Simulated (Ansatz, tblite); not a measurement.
# The cluster CuSn2: rung by rung

Aim: run the doublet of the cluster CuSn2 at one geometry on many levels, and compare frontier levels, spin and run time.

Method: as each input shows; program: Ansatz 0.2.0, Gaussian basis.

Levels to be run: GFN1-xTB, GFN2-xTB, PBE-D4/def2-TZVP, r2SCAN-D4/def2-TZVP, LDA/def2-TZVP, BHLYP-D4/def2-TZVP, r2SCAN0-D4/def2-TZVP, HSE06-D4/def2-TZVP, ωB97X-V/def2-TZVP, PBE-D4/def2-SVP, PBE0-D4/def2-SVP, PBE0-D4/def2-TZVPD, PBE-D4/def2-TZVPD, r2SCAN-D4/def2-TZVPD, CCSD(T)/def2-TZVP, RPA/def2-TZVP.

## 1. The structure

The geometry is that of the doublet, from an earlier relaxation (PBE-D4/def2-TZVP). At that level it is the lowest of the isomers that a small search found.

3 atoms, charge 0, spin multiplicity 2.

Bond lengths: Cu1–Sn2 2.566 Å, Cu1–Sn3 2.566 Å, Sn2–Sn3 2.706 Å. Angles: Sn2–Cu1–Sn3 63.6°, Cu1–Sn2–Sn3 58.2°, Cu1–Sn3–Sn2 58.2°.

Sn takes a core potential in the def2 sets. No spin-orbit coupling is included.

PBE0-D4/def2-TZVP was run before; its log isn't repeated, and its numbers join the tables.

## 2. GFN1-xTB

Tight binding, by tblite at 300 K electronic temperature and without a spin-polarisation term:

```python
tblite.interface.Calculator('GFN1-xTB', numbers, positions, charge=0, uhf=1).singlepoint()
```

Energy -256.5178 eV; 0.002 s.

## 3. GFN2-xTB

Tight binding, by tblite at 300 K electronic temperature and without a spin-polarisation term:

```python
tblite.interface.Calculator('GFN2-xTB', numbers, positions, charge=0, uhf=1).singlepoint()
```

Energy -220.3102 eV; 0.002 s.

## 4. PBE-D4/def2-TZVP

start.molden holds the orbitals of an earlier run on this state, given as this run's starting guess.

Input file in.yaml:

```yaml
crystal:
  periodic: [false, false, false]
  atoms:
    - {symbol: Cu, position_ang: [-1.287136, -0.600901, -0.308936]}
    - {symbol: Sn, position_ang: [1.253159, -0.580724, -0.671366]}
    - {symbol: Sn, position_ang: [0.033967, 1.181626, 0.980302]}
basis:
  gaussian: {orbitals: def2-TZVP, initial_orbitals: start.molden}
magnetization: {spin_polarized: true, initial_magnetization: 1}
hamiltonian: {xc: pbe, dispersion: d4}
scf: {omitted_lower_state_checks: [starts]}
output: {orbitals: {seedname: orbitals}}
```

Command:

```sh
ansatz run in.yaml --threads 4 --pin off --events-out ev --progress --plain --max-ram 3916MiB
```

The runs that follow: r2SCAN-D4/def2-TZVP; LDA/def2-TZVP; BHLYP-D4/def2-TZVP; r2SCAN0-D4/def2-TZVP; HSE06-D4/def2-TZVP; ωB97X-V/def2-TZVP; PBE-D4/def2-SVP; PBE0-D4/def2-SVP; PBE0-D4/def2-TZVPD; PBE-D4/def2-TZVPD; r2SCAN-D4/def2-TZVPD; CCSD(T)/def2-TZVP; RPA/def2-TZVP.

Before running them: what should the planned runs give, taken together? Wanted: gap in def2-TZVP, named functionals, smallest and largest; correlation energy, CCSD(T)/def2-TZVP; binding an atom, functionals in def2-TZVP; ⟨S²⟩ in def2-TZVP, named functionals, smallest and largest; PBE0 total energy, smallest basis above largest.

As calculated:

```
                                                  quantity                                value
 gap in def2-TZVP, named functionals, smallest and largest  0.11 eV (PBE-D4), 5.26 eV (ωB97X-V)
                     correlation energy, CCSD(T)/def2-TZVP                            -27.33 eV
                 binding an atom, functionals in def2-TZVP     1.43 (BHLYP-D4) to 2.15 eV (LDA)
⟨S²⟩ in def2-TZVP, named functionals, smallest and largest                         0.752, 0.759
           PBE0 total energy, smallest basis above largest       6.98 eV (def2-SVP, def2-TZVPD)
```

What this shows: Over the named functionals in def2-TZVP the gap runs from 0.11 eV (PBE-D4) to 5.26 eV (ωB97X-V); exact exchange widens it. LDA leaves an empty level below a filled one, so this occupation isn't an aufbau state there; left out of the range. Over the named functionals in def2-TZVP spin contamination reaches 0.01 (r2SCAN-D4), which is small. Notes on CCSD(T)/def2-TZVP: spin contamination.
